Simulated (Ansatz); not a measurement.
Program: Ansatz. Geometries: PBE0-D4/def2-TZVP. ΔE: electronic, gas phase. CCSD(T)/CBS adds triple-zeta CCSD(T) − MP2 to the extrapolated MP2 energy (def2 sets, frozen cores). This one scheme is used for every species. Functionals use def2-TZVPP. Each species was taken in one conformer, which may not be the lowest.

Reaction (substitution at a C–C bond): `NCCCF` + CH₃NH₂ → `CNCCN` + `CF`

`NCCCF`:

Z-matrix (Å, degrees):
```
C
C 1 1.518
N 1 1.453 2 110.3
H 1 1.103 2 109.1 3 125.6
H 1 1.095 2 109.3 3 -118.3
C 2 1.507 1 112.0 3 177.7
H 2 1.096 1 109.8 3 -61.5
H 2 1.093 1 109.3 3 55.8
H 3 1.013 1 110.3 2 63.4
H 3 1.012 1 110.8 2 -178.4
F 6 1.384 2 110.3 1 178.5
H 6 1.095 2 111.5 1 59.2
H 6 1.095 2 111.3 1 -62.2
```

CH₃NH₂:

```xyz
7

C    -0.248   -0.507    0.061
N     0.096    0.903    0.002
H     0.557   -1.201   -0.223
H    -1.100   -0.700   -0.595
H    -0.564   -0.761    1.076
H     0.381    1.162   -0.933
H     0.878    1.105    0.612
```

`CNCCN`:

Z-matrix (Å, degrees):
```
C
N 1 1.446
H 1 1.103 2 114.0
H 1 1.092 2 109.9 3 121.7
H 1 1.094 2 109.5 3 -120.3
C 2 1.448 1 113.6 3 55.2
H 2 1.013 1 109.7 3 -67.3
C 6 1.521 2 110.5 1 174.6
H 6 1.106 2 112.8 1 -62.0
H 6 1.097 2 107.7 1 55.3
N 8 1.451 6 115.2 2 -60.6
H 8 1.094 6 109.4 2 176.2
H 8 1.098 6 108.7 2 61.0
H 11 1.015 8 108.4 6 46.2
H 11 1.013 8 109.9 6 -69.4
```

`CF`:

```xyz
5

C    -0.030    0.053    0.008
F     0.640   -1.135   -0.182
H    -0.902    0.080   -0.649
H     0.640    0.883   -0.228
H    -0.349    0.119    1.051
```

```
       level  ΔE (kJ/mol)
   revPBE-D4         21.3
      r2SCAN         27.7
 HF/def2-SVP         23.1
MP2/def2-SVP         19.4
```

Problem. What does CCSD(T)/CBS give? (Best estimate.)

Solution. Ansatz gave: +28.3 kJ/mol. The listed levels differ from it by -7.0, -0.6, -5.2, -8.9 kJ/mol.

Problem. What do rigid-rotor, harmonic-oscillator terms from PBE0-D4/def2-TZVP frequencies (298.15 K, 1 bar) make of the CCSD(T)/CBS value? (Estimate.)

Solution. Ansatz gave: ΔZPE = -0.7 kJ/mol, ΔH = +27.2 kJ/mol, ΔS = -15 J/(mol·K), ΔG = +31.7 kJ/mol.

Largest T1 diagnostic among the species: 0.009.

In def2-TZVPP, CCSD(T) changes the Hartree–Fock value by −4.0 kJ/mol (the triples alone add −1.3 kJ/mol) and MP2 by −4.2 kJ/mol. The D4 term adds −4.0 kJ/mol with B3LYP and −2.3 kJ/mol with PBE0; it sums over pairs of atoms, weighted by their polarisabilities, and B3LYP, whose exchange is more repulsive, gets the larger term. Leaving LDA and LC-ωPBE aside and taking each functional with its dispersion term where it has one, the values, not all of them listed here, spread over 6.5 kJ/mol, from revPBE-D4 to PBE-QIDH. LDA lies −4.3 kJ/mol from PBE without D4.

B3LYP here is the variant with VWN-RPA as its local correlation; programs differ in this.
